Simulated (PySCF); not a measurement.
Species: dimethylphosphinic acid, C₂H₇O₂P.
Numbering: `[CH3:1][P:2]([CH3:3])(=[O:4])[OH:5]` (hydrogens: H6, H7, H8 on C1; H9, H10, H11 on C3; H12 on O5)

A GFN2-xTB structure was refined with HF/6-31G* geometry optimisation, gas phase in PySCF 2.14.0. Its GFN2-xTB values:

```json
{"coordinate": "C1–P2", "GFN2-xTB": "1.829 Å"}
{"coordinate": "C1–H6", "GFN2-xTB": "1.085 Å"}
{"coordinate": "P2–C3", "GFN2-xTB": "1.829 Å"}
{"coordinate": "P2=O4", "GFN2-xTB": "1.468 Å"}
{"coordinate": "P2–O5", "GFN2-xTB": "1.618 Å"}
{"coordinate": "O5–H12", "GFN2-xTB": "0.959 Å"}
{"coordinate": "C1–P2–C3", "GFN2-xTB": "106.3°"}
{"coordinate": "C1–P2–O4", "GFN2-xTB": "115.8°"}
{"coordinate": "C1–P2–O5", "GFN2-xTB": "103.2°"}
{"coordinate": "O4–P2–O5", "GFN2-xTB": "111.0°"}
```

Task: How do these coordinates change at the HF/6-31G* level?

Result: 
| coordinate | HF/6-31G* (Å or °) | change |
| --- | --- | --- |
| P2–C3 | 1.806 | -0.023 |
| C1–P2 | 1.806 | -0.023 |
| O5–H12 | 0.952 | -0.007 |
| P2–O5 | 1.612 | -0.006 |
| P2=O4 | 1.465 | -0.003 |
| C1–H6 | 1.084 | -0.001 |
| O4–P2–O5 | 112.8 | +1.8 |
| C1–P2–O4 | 115.1 | -0.7 |
| C1–P2–O5 | 103.0 | -0.2 |
| C1–P2–C3 | 106.4 | +0.1 |

The energy falls by 2.9 kJ/mol over 9 energy and gradient evaluations, the largest force component goes from 0.0131 to 1.6e-04 Eh/bohr, and the atoms move by 0.030 Å rms after alignment. Among the bonds, C1–P2 and P2–C3 change most and about equally (-0.023 Å). Bonds longer at the end by more than 0.005 Å: 0 of 11; shorter: 4. Rotational constants go from 4074, 3964, 3641 to 4116, 3975, 3736 MHz.

The run used 88 basis functions and 58 SCF cycles in all. Hardware: an Intel Xeon at 2.50 GHz with one thread, on a shared host. Cost: 30 s of wall time, 0.43 GiB resident at most.

Whether it is a minimum is left open (no frequencies). One conformer, not necessarily the lowest.

Conformer computed: `[CH3:1][P:2]([CH3:3])(=[O:4])[OH:5]`: H–O5–P2–C1 -125°.
